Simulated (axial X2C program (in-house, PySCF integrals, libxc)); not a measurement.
The numbers below are computed, except where a source is named.
SiS⁺: input and output of an EOM-IP-CCSD run

Program: an in-house all-electron X2C program for linear molecules (integrals from PySCF).

Input and command:
```json
{"zs": [16, 14], "q": 1, "bas": ["dyall-av3z", "dyall-v3z"], "r0": 2.01, "eom": "ip", "rq": 0, "thr": -2.0, "nmax": 95, "grid": [1, 0.96, 1.045, 0.92, 1.09, 1.15]}
```
```bash
python soeom.py task.json out
```

Keys: zs atomic numbers; q charge; bas basis sets; r0 starting distance in Å; eom kind of EOM run; rq charge at which the geometry is sought; thr threshold in hartree for freezing inner shells (an s shell follows its p shell); nmax most natural virtual spinors; grid distances as factors.

Output at R = 1.939 Å (near the PBE0 minimum at charge 0 of the determinant lowest at the starting distance; the state shown can have its own minimum elsewhere), reference SiS:

```
two-component X2C + atomic mean field  HF
basis functions 108  fitting functions 616  grid points 4354
iter        total energy     max residual
   1       -688.087797331     1.20e-01
   2       -688.102501050     5.54e-03
   3       -688.103100148     4.60e-03
   4       -688.103208303     1.82e-03
   5       -688.103220386     3.26e-04
   6       -688.103221882     1.58e-04
   7       -688.103222043     4.02e-05
   8       -688.103222054     3.05e-06
   9       -688.103222055     2.18e-06
  10       -688.103222055     1.04e-06
converged
one-electron -1074.70043635  Coulomb 371.09408072  exact exchange -45.53186327  xc functional 0.00000000  nuclear repulsion 61.13238538  atomic mean-field constant -0.09738853
correlated 10  virtual 168  natural virtual 94  E(MP2) -0.266370112  MP2 remainder -0.005457198
iter   CCSD correlation   residual
   1     -0.271564132   1.43e-01
   2     -0.280123354   6.03e-02
   3     -0.282997552   2.56e-02
   4     -0.282990371   7.47e-03
   5     -0.283052175   2.75e-03
   6     -0.283051325   9.21e-04
   7     -0.283055471   2.45e-04
   8     -0.283057903   7.11e-05
   9     -0.283057057   2.13e-05
  10     -0.283057184   6.72e-06
  11     -0.283057046   2.34e-06
  12     -0.283057049   1.02e-06
(T) -0.017787581  T1 0.0298  D1 0.0430  max T2 0.060
EOM-IP-CCSD roots
2*Omega      energy/Eh   energy/eV  one-particle weight
    1       0.38544420     10.4885      0.940
    1       0.38913080     10.5888      0.935
    1       0.53237686     14.4867      0.806
    1       0.58155001     15.8248      0.000
    3       0.38753013     10.5452      0.936
    3       0.58150853     15.8237      0.000
    3       0.60117077     16.3587      0.000
    5       0.60087587     16.3507      0.000
```
T1 in the output is the amplitude norm over the root of the electron number; divide by √2 for the Lee–Taylor value.

Reference electrons by ω block (each with its −ω partner): 1/2: 12, 3/2: 3. Root energies count from the CCSD energy of the reference. The reference need not be the lowest state of its species. All roots sought are printed; those with a small one-particle weight need a further excitation, are placed far too high, and may in truth lie low or lowest. Inner shells are frozen, and levels at this size can be off by some tenths of an eV.
